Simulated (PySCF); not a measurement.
# The bond of LiN, level by level

One job finds the state of LiN, follows it along the bond with each method and fits the curves.

Method: Li 3-21G, N 3-21G, no relativity; program: PySCF 2.14.0.

## (1) The job

Settings of the job:

- atoms: Li, N
- charge: 0
- basis: Li 3-21G, N 3-21G
- Hamiltonian: no relativity
- basis functions: 18
- electrons treated: 10
- masses in u: 7.0160, 14.0031
- levels: PBE0, PBE, r²SCAN, B3LYP, LDA, B2PLYP, CAM-B3LYP, HF, MP2, SCS-MP2, CCSD, CCSD(T)
- grid: 80 radial by 434 angular points
- occupations: held fixed by the projection of orbital angular momentum
- dissociation limit: Li + N, each in its ground configuration
- starting distance in angstrom: 1.940
- values of 2S to try: 0, 2, 4

Launch:

```bash
$ OMP_NUM_THREADS=1 python dia.py task.json out
```

The runs that follow: PBE0 along the bond; Excited determinants; PBE (GGA); r²SCAN; B3LYP (global hybrid GGA); LDA (local density); B2PLYP; CAM-B3LYP (range-separated hybrid); ROHF (mean field); Adding correlation.

What does the calculation give? Wanted: for each run, Re; ωe; De; μ.

**Answer**, as computed:

Lowest PBE0 solution found, without spin–orbit coupling: ³Σ⁻ (triplet), unpaired electrons π ↑↑. State 2 has its PBE0 minimum 0.27 eV higher. State 3 has its PBE0 minimum 0.60 eV higher, as a spin-mixed determinant (⟨S²⟩ = 1.00), so this is no gap between pure states. State 4 has its PBE0 minimum 0.94 eV higher, as a spin-mixed determinant (⟨S²⟩ = 1.00), so this is no gap between pure states. The other levels ran on the lowest alone.

```
       level  Re (Å)  ωe (cm⁻¹)  De (eV)  μ (D)
        ROHF   1.868        754   -0.335  -6.87
    ROHF-MP2   1.894        709     0.54    n/a
ROHF-SCS-MP2   1.899        698     0.59    n/a
   ROHF-CCSD   1.928        622     0.73    n/a
ROHF-CCSD(T)   1.939        600     0.78    n/a
         LDA   1.895        656     1.98  -4.37
         PBE   1.908        642     1.79  -4.50
      r²SCAN   1.942        599     1.39  -4.30
       B3LYP   1.884        678     1.68  -5.19
        PBE0   1.885        674     1.44  -5.56
   CAM-B3LYP   1.863        720     1.62  -5.73
      B2PLYP   1.890        692     1.32  -5.90
```

De is counted to Li + N in their ground configurations. A positive dipole means Li(−)N(+).

What this shows: The methods spread over 0.079 Å in bond length, from CAM-B3LYP to r²SCAN. Of the levels with a De here, ROHF gives the least (-0.335 eV) and LDA the most (1.98 eV).

Correlated steps freeze 1 core orbital. B2PLYP dipoles, levels and charges come from its SCF part alone. The basis is very small, so these numbers show the basis as much as the molecule. A negative De means that the minimum lies above the separated atoms at that level. T1 is 0.058 near the minimum (highest on the curve 0.098), which may point to more than one leading configuration.
